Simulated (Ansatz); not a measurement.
**BH2+ (singlet): wave-function methods side by side at scale of all distances = 1.960, aug-cc-pVTZ**

How much of the correlation energy of BH2+ (singlet) does each wave-function method recover here?

Computed with Ansatz 0.2.0, Gaussian basis. Level: aug-cc-pVTZ, core rule «outside noble gas», up to 1 orbitals frozen.

Plan: UHF; CCSD(T) on RHF; CCSD(T) on UHF; BCCD(T) on RHF; CCSDT(Q) on RHF; CCSDT(Q) on UHF; CASSCF and NEVPT2, 4 electrons in 6 orbitals; Full CI.

17 further runs of the same task are left out: 9 that didn't finish, 8 set aside as unsound or not needed.

### 1 The system

The geometry derives from a PBE0/def2-TZVP stationary point (not a proven minimum). All distances are scaled together.

3 atoms, charge 1, spin multiplicity 1.

Atoms are counted from 1 here; the program's logs count them from 0.

No contacts short enough for the rule that draws bonds.

Coordinates:

```tsv
atom	x (Å)	y (Å)	z (Å)
B1	0.0000	0.0000	0.0000
H2	0.0000	0.0000	-2.3112
H3	0.0000	0.0000	2.3112
```

### 2 UHF

in.yaml

```yaml
crystal:
  periodic: [false, false, false]
  atoms:
    - {symbol: B, position_ang: [0.000000, 0.000000, 0.000000]}
    - {symbol: H, position_ang: [0.000000, 0.000000, -2.311195]}
    - {symbol: H, position_ang: [0.000000, 0.000000, 2.311195]}
basis:
  gaussian: {orbitals: aug-cc-pVTZ}
total_charge: 1
magnetization: {spin_polarized: true, initial_magnetization: 0}
hamiltonian: {xc: hf}
output: {orbitals: {seedname: orbitals}}
```

On the command line:

```console
$ ansatz run in.yaml --threads 1 --pin off --events-out ev --progress --plain --max-ram 2393MiB
```

Further steps of the session: CCSD(T) on RHF; CCSD(T) on UHF; BCCD(T) on RHF; CCSDT(Q) on RHF; CCSDT(Q) on UHF; CASSCF and NEVPT2, 4 electrons in 6 orbitals; Full CI.

Before running them: what should the planned runs give, taken together? Wanted: FCI below the RHF energy; RMP2 from FCI; UMP2 from FCI; RCCSD from FCI; RCCSD(T) from FCI; UCCSD(T) from FCI; RCCSDT(Q) from FCI; UCCSDT(Q) from FCI; NEVPT2 valence from FCI.

As calculated:

| quantity | value |
| --- | --- |
| FCI below the RHF energy | -4.5679 eV |
| RMP2 from FCI | +1756.3 meV |
| UMP2 from FCI | +974.6 meV |
| RCCSD from FCI | +218.7 meV |
| RCCSD(T) from FCI | +0.8 meV |
| UCCSD(T) from FCI | +147.7 meV |
| RCCSDT(Q) from FCI | +5.6 meV |
| UCCSDT(Q) from FCI | +11.1 meV |
| NEVPT2 valence from FCI | +123.4 meV |
| levels within 1 kcal/mol (43 meV) | RCCSD(T), BCCD(T), RCCSDT, UCCSDT, RCCSDT(Q), UCCSDT(Q) |
| T1 diagnostic | 0.075 |
| effectively unpaired electrons | 1.37 |

What this shows: RCCSD(T) misses by +0.8 meV, 0.0 % of the correlation energy. CCSD(T) misses by +0.8 meV on the restricted determinant and by +147.7 meV on the unrestricted one; the two need not hold the same state or core. RCCSDT falls below full CI, which methods that aren't variational can do. With 1.4 effectively unpaired electrons against 0 the state is strongly multireference. Coupled cluster on one determinant still stays close here. These misses are within one basis, not against nature.
